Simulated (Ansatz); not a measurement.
What a trial cell of KNbMo3 relaxes into

Method: DFT PBE, scalar-relativistic, plane waves, PAW (Ansatz). Cutoff 420 eV, Γ-centred k mesh, Gaussian smearing, no spin polarisation in the final step.

The start puts KNbMo3 on the tetragonal perovskite structure type (P4mm, No. 99), with K in place of Ba, Nb in place of Ti, Mo in place of O, at a guessed volume.

```yaml
crystal:
  lattice:
    - [4.34580, 0.00000, 0.00000]
    - [0.00000, 4.34580, 0.00000]
    - [0.00000, 0.00000, 4.40026]
  atoms:
    - { symbol: K, position: [0.00000, 0.00000, 0.00000] }
    - { symbol: Nb, position: [0.50000, 0.50000, 0.51500] }
    - { symbol: Mo, position: [0.50000, 0.50000, 0.97500] }
    - { symbol: Mo, position: [0.00000, 0.50000, 0.48500] }
    - { symbol: Mo, position: [0.50000, 0.00000, 0.48500] }
```

Steps on the 4×4×4 mesh (5 atoms). 12 of 22 steps are shown, and the free energy counts from the last. Trial steps that were taken back and renewals of the plane-wave basis can be among the rows.

| step | ΔF (meV/atom) | V (Å³/atom) | P (GPa) | largest force component (eV/Å) |
| --- | --- | --- | --- | --- |
| 1 | 1865.4 | 16.62 | 63.30 | 7.129 |
| 3 | 895.3 | 21.17 | 9.51 | 0.394 |
| 5 | 670.6 | 23.68 | -2.59 | 1.215 |
| 7 | 392.3 | 23.85 | -3.11 | 0.683 |
| 9 | 211.4 | 21.56 | 5.05 | 2.127 |
| 11 | 131.9 | 20.73 | 1.87 | 0.840 |
| 12 | 121.7 | 21.31 | -1.48 | 0.582 |
| 14 | 118.3 | 21.26 | -0.30 | 0.042 |
| 16 | 61.6 | 21.19 | 3.24 | 0.023 |
| 18 | 10.0 | 21.87 | 1.21 | 0.066 |
| 20 | 1.0 | 22.69 | -0.30 | 0.100 |
| 22 | 0.0 | 22.67 | 0.04 | 0.008 |

A final relaxation ran on a 10×10×6 mesh. The relaxed crystal, P4mm (No. 99):

```
K Nb Mo
1.0
     4.13756    0.00000    0.00000
     0.00000    4.13756    0.00000
     0.00000    0.00000    6.59313
K Nb Mo
1 1 3
Direct
  0.00000 0.00000 0.89653
  0.50000 0.50000 0.63168
  0.50000 0.50000 0.16164
  0.00000 0.50000 0.38508
  0.50000 0.00000 0.38508
```

* Volume per atom: 22.57 Å³
* Density: 6.18 g/cm³
* Energy over the elements: 1.09 eV/atom
* Gap on the 10×10×6 mesh: 0 eV (a metal)

Energies over the elements count from the elements' standard structures at the same level, with no empirical corrections.

The final run used a 10×10×6 mesh on its 5-atom cell and 0.10 eV smearing. The k mesh leaves about 4 meV/atom of noise in metals.

A structure relaxed within its symmetry needn't be a true minimum.

Cost: 3 runs of about 4.1 core-minutes in all, on Arm Neoverse V2 (shared hosts).